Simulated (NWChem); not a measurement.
System: BCl$_{3}$; SMILES ClB(Cl)Cl

Here is an NWChem input.

```
start job
memory heap 200 mb stack 900 mb global 1100 mb
geometry units angstroms noautosym nocenter noautoz
  B      0.000000     0.000000     0.000000
  Cl     0.881255     1.514425     0.000000
  Cl     0.870903    -1.520402     0.000000
  Cl    -1.752158     0.005977     0.000000
end
basis spherical
  * library pcsseg-1
end
dft
  xc xpbe96 cpbe96
  iterations 150
end
property
  shielding 2 1 2
end
task dft property
```

NWChem printed, in part:

```
             Northwest Computational Chemistry Package (NWChem) 7.3.0
             --------------------------------------------------------

                             Geometry "geometry" -> ""
                             -------------------------

 Output coordinates in angstroms (scale by  1.889725989 to convert to a.u.)

  No.       Tag          Charge          X              Y              Z
 ---- ---------------- ---------- -------------- -------------- --------------
    1 B                    5.0000     0.00000000     0.00000000     0.00000000
    2 Cl                  17.0000     0.88125500     1.51442500     0.00000000
    3 Cl                  17.0000     0.87090300    -1.52040200     0.00000000
    4 Cl                  17.0000    -1.75215800     0.00597700     0.00000000

 Effective nuclear repulsion energy (a.u.)     228.1896010159

  pbe96 is a nonlocal functional; adding pw91lda local functional.
                              NWChem Property Module
                              ----------------------

  itol2e modified to match energy
  convergence criterion.

                                 NWChem DFT Module
                                 -----------------

 Summary of "ao basis" -> "ao basis" (spherical)
 ------------------------------------------------------------------------------
       Tag                 Description            Shells   Functions and Types
 ---------------- ------------------------------  ------  ---------------------
 B                          pcsseg-1                 7       17   3s3p1d
 Cl                         pcsseg-1                10       24   4s5p1d

  itol2e modified to match energy
  convergence criterion.

            General Information
            -------------------
          SCF calculation type: DFT
          Wavefunction type:  closed shell.
          No. of atoms     :     4
          No. of electrons :    56
           Alpha electrons :    28
            Beta electrons :    28
          Charge           :     0
          Spin multiplicity:     1
          Use of symmetry is: off; symmetry adaption is: off
          Maximum number of iterations: 150
          AO basis - number of functions:    89
                     number of shells:    37
          Convergence on energy requested:  1.00D-07
          Convergence on density requested:  1.00D-05
          Convergence on gradient requested:  5.00D-04

              XC Information
              --------------
          PerdewBurkeErnzerhof Exchange Functional  1.000
            Perdew 1991 LDA Correlation Functional  1.000 local
           PerdewBurkeErnz. Correlation Functional  1.000 non-local

             Grid Information
             ----------------
          Grid used for XC integration:  fine
          Radial quadrature: Mura-Knowles
          Angular quadrature: Lebedev.
          Tag              B.-S. Rad. Rad. Pts. Rad. Cut. Ang. Pts.
          ---              ---------- --------- --------- ---------
          B                   0.85       70           7.0       590
          Cl                  1.00      123           9.0       770
          Grid pruning is: on
          Number of quadrature shells:   439
          Spatial weights used:  Erf1

      Superposition of Atomic Density Guess
      -------------------------------------

 Sum of atomic energies:       -1402.84781018

      Non-variational initial energy
      ------------------------------

 Total energy =   -1403.920121
 1-e energy   =   -2391.900649
 2-e energy   =     759.790927
 HOMO         =      -0.405860
 LUMO         =       0.043978

   convergence    iter        energy       DeltaE   RMS-Dens  Diis-err
 ---------------- ----- ----------------- --------- --------- ---------
 d= 0,ls=0.0,diis     1  -1404.8060763625 -1.63D+03  1.55D-02  1.58D+00
 d= 0,ls=0.0,diis     2  -1404.5604854624  2.46D-01  1.32D-02  2.70D+00
 d= 0,ls=0.0,diis     3  -1404.8814701135 -3.21D-01  3.83D-03  2.61D-01
 d= 0,ls=0.0,diis     4  -1404.9175607987 -3.61D-02  7.06D-04  5.20D-03
 d= 0,ls=0.0,diis     5  -1404.9179804056 -4.20D-04  1.30D-04  3.37D-04
  Resetting Diis
 d= 0,ls=0.0,diis     6  -1404.9180211529 -4.07D-05  2.29D-05  1.17D-05
 d= 0,ls=0.0,diis     7  -1404.9180226473 -1.49D-06  5.74D-06  9.28D-08
 d= 0,ls=0.0,diis     8  -1404.9180226270  2.03D-08  3.58D-06  2.31D-07

         Total DFT energy =    -1404.918022627002
      One electron energy =    -2393.438574807649
           Coulomb energy =      848.540086113656
    Exchange-Corr. energy =      -88.209134948865
 Nuclear repulsion energy =      228.189601015856

 Numeric. integr. density =       56.000000109562

                       DFT Final Molecular Orbital Analysis
                       ------------------------------------

 Vector   26  Occ=2.000000D+00  E=-3.148980D-01
              MO Center= -7.5D-01,  4.2D-01, -1.1D-09, r^2= 3.4D+00
   Bfn.  Coefficient  Atom+Function         Bfn.  Coefficient  Atom+Function
  ----- ------------  ---------------      ----- ------------  ---------------
    81      0.469618  4 Cl pz                84      0.386504  4 Cl pz
    33     -0.341290  2 Cl pz                36     -0.280888  2 Cl pz
    57     -0.128328  3 Cl pz                72     -0.123824  4 Cl pz
    75     -0.121576  4 Cl pz                60     -0.105617  3 Cl pz
    24      0.089988  2 Cl pz                27      0.088354  2 Cl pz

 Vector   27  Occ=2.000000D+00  E=-3.148979D-01
              MO Center=  7.5D-01, -4.2D-01, -2.4D-09, r^2= 3.4D+00
   Bfn.  Coefficient  Atom+Function         Bfn.  Coefficient  Atom+Function
  ----- ------------  ---------------      ----- ------------  ---------------
    57      0.468178  3 Cl pz                60      0.385319  3 Cl pz
    33     -0.345224  2 Cl pz                36     -0.284126  2 Cl pz
    48     -0.123444  3 Cl pz                81     -0.122953  4 Cl pz
    51     -0.121204  3 Cl pz                84     -0.101193  4 Cl pz
    24      0.091025  2 Cl pz                27      0.089373  2 Cl pz

 Vector   28  Occ=2.000000D+00  E=-2.860523D-01
              MO Center=  2.8D-06, -1.6D-06,  5.5D-10, r^2= 4.3D+00
   Bfn.  Coefficient  Atom+Function         Bfn.  Coefficient  Atom+Function
  ----- ------------  ---------------      ----- ------------  ---------------
    80      0.360771  4 Cl py                31      0.311822  2 Cl px
    55     -0.313053  3 Cl px                83      0.293519  4 Cl py
    34      0.253695  2 Cl px                58     -0.254696  3 Cl px
    32     -0.181452  2 Cl py                56     -0.179320  3 Cl py
    35     -0.147627  2 Cl py                59     -0.145893  3 Cl py

 Vector   29  Occ=0.000000D+00  E=-9.933449D-02
              MO Center= -1.8D-07,  6.1D-08,  2.1D-07, r^2= 2.7D+00
   Bfn.  Coefficient  Atom+Function         Bfn.  Coefficient  Atom+Function
  ----- ------------  ---------------      ----- ------------  ---------------
     9      0.561071  1 B  pz                12      0.512051  1 B  pz
    36     -0.304379  2 Cl pz                60     -0.304378  3 Cl pz
    84     -0.304378  4 Cl pz                 6      0.218227  1 B  pz
    33     -0.202467  2 Cl pz                57     -0.202467  3 Cl pz
    81     -0.202467  4 Cl pz                88     -0.074017  4 Cl d  1

 Vector   30  Occ=0.000000D+00  E= 2.547798D-04
              MO Center=  9.4D-07, -3.6D-06,  1.1D-08, r^2= 4.0D+00
   Bfn.  Coefficient  Atom+Function         Bfn.  Coefficient  Atom+Function
  ----- ------------  ---------------      ----- ------------  ---------------
     3      2.045520  1 B  s                 21     -0.627743  2 Cl s
    45     -0.627752  3 Cl s                 69     -0.627747  4 Cl s
    82     -0.608458  4 Cl px                35      0.525901  2 Cl py
    59     -0.527979  3 Cl py                 2      0.475697  1 B  s
    34      0.306025  2 Cl px                58      0.302433  3 Cl px

 Vector   31  Occ=0.000000D+00  E= 7.919260D-02
              MO Center= -2.1D-01, -4.2D-02,  6.3D-10, r^2= 4.2D+00
   Bfn.  Coefficient  Atom+Function         Bfn.  Coefficient  Atom+Function
  ----- ------------  ---------------      ----- ------------  ---------------
    10      1.335316  1 B  px                69      1.019934  4 Cl s
    82      0.751514  4 Cl px                 7      0.711044  1 B  px
    45     -0.599133  3 Cl s                 59     -0.546059  3 Cl py
    35      0.453364  2 Cl py                21     -0.420798  2 Cl s
    68      0.212515  4 Cl s                  4      0.206163  1 B  px

     Multipole analysis of the density
     ---------------------------------

     L   x y z        total         alpha         beta         nuclear
     -   - - -        -----         -----         ----         -------
     0   0 0 0     -0.000000    -28.000000    -28.000000     56.000000

     1   1 0 0     -0.000000     -0.000000     -0.000000      0.000000
     1   0 1 0      0.000000      0.000000      0.000000     -0.000000
     1   0 0 1     -0.000000     -0.000000     -0.000000      0.000000

     2   2 0 0    -32.499250   -156.034262   -156.034262    279.569273
     2   1 1 0      0.000000      0.000022      0.000022     -0.000043
     2   1 0 1      0.000000      0.000000      0.000000      0.000000
     2   0 2 0    -32.499256   -156.034294   -156.034294    279.569332
     2   0 1 1      0.000000      0.000000      0.000000      0.000000
     2   0 0 2    -31.567242    -15.783621    -15.783621      0.000000

          -----------------------------------------
          Chemical Shielding Tensors (GIAO, in ppm)
          -----------------------------------------

                                NWChem CPHF Module
                                ------------------

  scftype          =     RHF
  nclosed          =       28
  nopen            =        0
  variables        =     1708
  # of vectors     =        3
  tolerance        = 0.10D-03
  level shift      = 0.00D+00
  max iterations   =       50
  max subspace     =       30

 SCF residual:    1.4274411308733573E-004

Iterative solution of linear equations
  No. of variables     1708
  No. of equations        3
  Maximum subspace       30
        Iterations       50
       Convergence  1.0D-04

   iter   nsub   residual    time
   ----  ------  --------  ---------
     1      3    6.55D-05      19.6

      Atom:    1  B
        Diamagnetic
    204.2454      0.0000      0.0000
      0.0000    204.2454     -0.0000
      0.0000     -0.0000    178.9017

        Paramagnetic
   -170.2836     -0.0000     -0.0000
     -0.0000   -170.2835     -0.0000
     -0.0000     -0.0000   -110.5884

        Total Shielding Tensor
     33.9619     -0.0000     -0.0000
     -0.0000     33.9620     -0.0000
     -0.0000     -0.0000     68.3133

           isotropic =      45.4124
          anisotropy =      34.3514

          Principal Components and Axis System
                 1           2           3
               68.3133     33.9620     33.9619

      1        -0.0000     -0.0890      0.9960
      2        -0.0000      0.9960      0.0890
      3         1.0000      0.0000      0.0000

      Atom:    2  Cl
        Diamagnetic
   1147.1005      4.0254     -0.0000
      4.0254   1151.6757     -0.0000
     -0.0000     -0.0000   1143.5245

        Paramagnetic
   -714.6037    175.1371     -0.0000
    175.1371   -515.5459     -0.0000
     -0.0000     -0.0000   -374.7918

        Total Shielding Tensor
    432.4968    179.1625     -0.0000
    179.1625    636.1298     -0.0000
     -0.0000     -0.0000    768.7326

           isotropic =     612.4531
          anisotropy =     234.4193

          Principal Components and Axis System
                 1           2           3
              768.7326    740.3856    328.2410

      1        -0.0000      0.5030      0.8643
      2        -0.0000      0.8643     -0.5030
      3         1.0000      0.0000     -0.0000
```

Level: PBE/pcSseg-1, GIAO. Coordinates come from a B3LYP/6-31G* (spherical d) optimisation. The printed shielding anisotropy is the first printed principal value minus the mean of the other two.
